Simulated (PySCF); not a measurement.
`Cc1ccsc1`. Computed with PBE0-D3(BJ)/def2-SVP geometry optimisation, gas phase in PySCF 2.14.0.

```
atom  x, y, z in Å
C1    -1.7228   -0.1720   -0.1511
C2    -0.2602    0.1113   -0.0115
C3     0.7545   -0.8978   -0.0063
C4     2.0175   -0.3897    0.1325
S5     1.9975    1.3222    0.2592
C6     0.2851    1.3642    0.1255
H7    -2.3146    0.7533   -0.1257
H8    -1.9400   -0.6858   -1.1012
H9    -2.0817   -0.8251    0.6603
H10    0.5462   -1.9651   -0.1031
H11    2.9613   -0.9324    0.1670
H12   -0.2429    2.3169    0.1544
```

(1) Where is the centre of mass (commonest isotopes), and what is the radius of gyration?

(2) What is the repulsion energy of the bare nuclei, Σ ZA·ZB/RAB?

(3) How far are the heavy atoms from their best plane (unweighted least squares)?

(4) How far apart are these pairs, which share no bond: C1···S5, C1···H11, C2···C4, C2···S5, C4···H8, C6···H11, H10···H12?

(5) Write the matrix of distances between heavy atoms (Å, lower triangle).

## Answers

(1) Mass 98.019 u; centre at (0.751, 0.419, 0.092) Å; Rg = √(Σ m r²/M) = 1.680 Å. As Ia + Ib + Ic = 2 Σ m r², the three principal moments sum to 553.4 u·Å².

(2) 270.19 Eh over 66 pairs, with full nuclear charges and distances in bohr; the largest single term is 29.59 Eh (C4 with S5).

(3) 0.000 Å rms; none is more than 0.001 Å off.

(4) C1···S5 4.030 Å (3 bonds apart); C1···H11 4.756 Å (4 bonds apart); C2···C4 2.337 Å (2 bonds apart); C2···S5 2.576 Å (2 bonds apart); C4···H8 4.156 Å (4 bonds apart); C6···H11 3.527 Å (3 bonds apart); H10···H12 4.362 Å (4 bonds apart).

(5) 
```
C1    0.000
C2    1.496  0.000
C3    2.585  1.431  0.000
C4    3.757  2.337  1.368  0.000
S5    4.030  2.576  2.558  1.717  0.000
C6    2.543  1.373  2.314  2.465  1.718  0.000
```

The point group is Cs within 0.08 Å; differences among equivalent distances and angles are scatter left by the optimiser. Stationary, but not proved a minimum.
